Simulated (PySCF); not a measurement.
Species: C₅H₁₁ (doublet state).
SMILES with atom numbers: `[CH2:1][C:2]([CH3:3])([CH3:4])[CH3:5]` (hydrogens: H6, H7 on C1; H8, H9, H10 on C3; H11, H12, H13 on C4; H14, H15, H16 on C5)

Theory: UKS B3LYP, pcH-1 on C H, non-relativistic, mean-field spin-orbit, GIAO (PySCF). Geometry: GFN2-xTB; no solvent, vibrations or thermal averaging. A GFN2-xTB geometry isn't a minimum of the functional, and hyperfine couplings can be far from their values at a DFT geometry. Stability of the SCF solution: not tested.

Principal values of hyperfine tensors in MHz (contact and dipolar terms together), for some of the nuclei:

```
atom  isotope       A1      A2      A3  alike by the symmetry of this geometry
  C1      13C    11.45   12.05  254.83                                    none
  C3      13C    73.15   73.25   89.35                                    none
  H6       1H  -101.94  -62.41  -23.04                                      H7
  H9       1H    26.61   28.49   35.18                                    none
  C2      13C   -31.56  -29.08  -27.68                                    none
 H11       1H     2.01    2.38    7.72                                     H16
  H8       1H    -7.56   -4.25    6.17                                     H10
 H12       1H    -5.93   -4.15    5.42                                     H15
```

Give the isotropic coupling of each nucleus in MHz and in mT (g = 2.0025), and the anisotropic part.

a_iso = (A1 + A2 + A3)/3, Ti = Ai − a_iso; 1 mT corresponds to 28.028 MHz.

```tsv
atom	a_iso (MHz)	a_iso (mT)	T1	T2	T3
C1	92.78	3.310	-81.33	-80.73	162.05
C3	78.58	2.804	-5.43	-5.34	10.77
H6	-62.46	-2.229	-39.48	0.05	39.42
H9	30.10	1.074	-3.48	-1.61	5.09
C2	-29.44	-1.050	-2.12	0.36	1.76
H11	4.04	0.144	-2.03	-1.66	3.69
H8	-1.88	-0.067	-5.68	-2.37	8.05
H12	-1.55	-0.055	-4.38	-2.59	6.97
```

What spin density at the nucleus of C2 lies behind its contact coupling (g_N = 1.40482)?

a_FC = 800.24 MHz bohr³ × g_N × ρ(0)/(2S). With a_FC = -29.44 MHz and 2S = 1, ρ(0) = -0.02619 bohr⁻³.

C4 (13C, g_N = 1.40482) isn't in the table. Its spin density at the nucleus is 0.01641 bohr⁻³. What is its contact coupling?

By the same relation, a_FC = 18.44 MHz. Its full tensor has the principal values 16.44, 16.49, 22.40 MHz.

Name the largest traceless tensor T of the table and describe it.

C1: -81.3, -80.7, 162.1 MHz, axial, in the ratio −1:−1:+2, the form that spin in one p orbital centred on that nucleus gives.

In a single crystal, with the field along each principal axis of the tensor of H6 in turn, what first-order splitting does this nucleus give (isotropic g, quadrupole terms neglected)?

2 lines (I = 1/2), spaced by |A_i|/(g × 13.996): 3.64, 2.23, 0.82 mT along the axes of A1, A2 and A3.
